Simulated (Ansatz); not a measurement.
**Energy profile**

The step: CH₂F ([CH2][F]) + H₂O → CH₃F ([CH3][F]) + OH; bonds formed: H1–C3; bonds broken: H1–O2 (atoms numbered as in the saddle structure below).

| atom | x (Å) | y (Å) | z (Å) |
| --- | --- | --- | --- |
| H1 | -0.2599 | -0.4234 | -0.1268 |
| O2 | -0.0072 | -1.8181 | -0.1607 |
| C3 | -0.2298 | 0.7409 | -0.0188 |
| F4 | 0.9890 | 1.1058 | 0.4650 |
| H5 | 0.9042 | -1.7767 | 0.1702 |
| H6 | -1.0153 | 1.0150 | 0.6875 |
| H7 | -0.3811 | 1.1563 | -1.0166 |

Electronic energies by CCSD(T) at an estimated basis limit (MP2 extrapolated from triple and quadruple zeta, plus CCSD(T) − MP2 in triple zeta), on PBE0-D4/def2-TZVP structures; CH4FO, doublet; no counterpoise correction; spin–orbit coupling, which lowers free halogen atoms and radicals such as OH and SH, is left out. Computed with Ansatz 0.2.0 (basis: def2-TZVPP and def2-QZVPP); correlated methods freeze the cores; orbitals are unrestricted. Extrapolation: Hartree–Fock as exp(−7.88 √X), correlation as X^−2.97.

(1) Give the profile in kJ/mol, counted from the separated reactants. (Judge from chemistry; the value comes from the calculation.)

The T1 diagnostic stays at or below 0.022. ⟨S²⟩ of the unrestricted Hartree–Fock references: 0.75 to 0.77 (a pure state has 0.75).

Results:

(1) The calculation gives:
| point | kJ/mol |
| --- | --- |
| separated: H2O (H1, O2, H5; singlet) + CH2F (linked as [CH2][F]; C3, F4, H6, H7; doublet) | 0.0 |
| start structure | -6.8 |
| saddle | 91.2 |
| end structure | 55.4 |
| separated: CH3F (linked as [CH3][F]; H1, C3, F4, H6, H7; singlet) + OH (O2, H5; doublet) | 72.0 |

For scale, one of the runs: CCSD(T)/def2-TZVPP, 149 basis functions, launched by `ansatz run in.yaml --threads 2 --pin off --events-out ev --progress --plain --max-ram 4352MiB`. Time: 40 s of wall clock on 2 CPU threads of an Intel Xeon 6975P-C; the host was shared. Peak host memory: 2.7 GiB.
